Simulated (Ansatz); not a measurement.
**SiNO (quartet): from Hartree-Fock to the top rungs, def2-QZVPP**

The task here is to estimate one member of a computed series from the others.

Program: Ansatz 0.2.0, Gaussian basis. Level of theory: def2-QZVPP, core rule «outside noble gas», up to 7 orbitals frozen. These are calculated values, not measurements.

To be run: UHF; ROHF; CCSD(T) on UHF.

## The geometry

The geometry is a PBE0/def2-TZVP stationary point (not a proven minimum).

3 atoms, charge 0, spin multiplicity 4.

Atoms are counted from 1 here; the program's logs count them from 0.

Bond lengths: N1–O2 1.289 Å, O2–Si3 1.710 Å. Angles: N1–O2–Si3 128.1°.

The first run:

The input, in.yaml:

```yaml
crystal:
  periodic: [false, false, false]
  atoms:
    - {symbol: N, position_ang: [0.000000, -0.294753, 1.597255]}
    - {symbol: O, position_ang: [0.000000, 0.427443, 0.529787]}
    - {symbol: Si, position_ang: [0.000000, -0.096502, -1.098380]}
basis:
  gaussian: {orbitals: "def2-QZVPP.json"}
magnetization: {spin_polarized: true, initial_magnetization: 3}
hamiltonian: {xc: hf}
output: {orbitals: {seedname: orbitals}}
```

Started as:

```bash
ansatz run in.yaml --threads 1 --pin off --events-out ev --progress --plain --max-ram 2393MiB
```

Among the steps run: UHF; ROHF; CCSD(T) on UHF.

One of the session's tables, all rows but one given; the rest of the session is left out.

```
  method  from UCCSD(T) (meV)
    ROHF             +14471.7
     UHF             +14020.8
    UMP2              +1248.4
   UCCSD                    ?
UCCSD(T)                    0
```

Q: Estimate the row for UCCSD from the others.

The run gave: from UCCSD(T) (meV): +614.1. In the column «from UCCSD(T) (meV)» it lies between UCCSD(T) (0) and UMP2 (+1248.4).
